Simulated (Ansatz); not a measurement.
Born–Oppenheimer molecular dynamics of CH6OSi (9 atoms, charge 0, multiplicity 1). It starts from a relaxed structure.

Theory: Ansatz, RKS B3LYP-D4/STO-3G.

```
ensemble                      : NVE (velocity Verlet)
time step                     : 1 fs
steps asked                   : 250
starting velocities drawn for : 300 K
masses                        : H 3.016 u
seed                          : 577025
```

First frame:

```xyz
9
Properties=species:S:1:pos:R:3
Si -0.019 -0.005 0.054
O 0.223 -0.304 1.736
C -1.069 -0.374 2.418
H -1.722 -1.198 2.047
H -0.867 -0.566 3.491
H -1.656 0.571 2.351
H 1.302 0.053 -0.525
H -0.718 1.246 -0.168
H -0.789 -1.065 -0.568
```

Q: How far do the bonds stretch over the last three quarters of this one trajectory? (Pairs bonded in most of those frames.)

A: 
| bond | mean (Å) | spread (Å) | shortest | longest |
| --- | --- | --- | --- | --- |
| Si1–O2 | 1.726 | 0.022 | 1.68 | 1.76 |
| Si1–H7 | 1.446 | 0.022 | 1.41 | 1.48 |
| Si1–H8 | 1.453 | 0.031 | 1.40 | 1.50 |
| Si1–H9 | 1.453 | 0.026 | 1.41 | 1.49 |
| O2–C3 | 1.465 | 0.011 | 1.44 | 1.49 |
| C3–H4 | 1.115 | 0.013 | 1.09 | 1.14 |
| C3–H5 | 1.110 | 0.024 | 1.07 | 1.15 |
| C3–H6 | 1.115 | 0.018 | 1.08 | 1.15 |

Mean temperature of the second half: 145 K. The conserved energy stayed within 0.31 meV per atom of its start (net change 0.15 meV per atom), so the integration is sound. Over the second half the temperature averaged 0.48 of the 300 K drawn at the start: a run that starts near a minimum puts about half its kinetic energy into the potential. A run of 0.25 ps of so small a system gives no equilibrium averages. Limits of this set-up: minimal basis.

Time of the run: 4.1 min on 1 thread of Arm Neoverse V2, with other jobs on the host, peak memory 0.076 GiB.
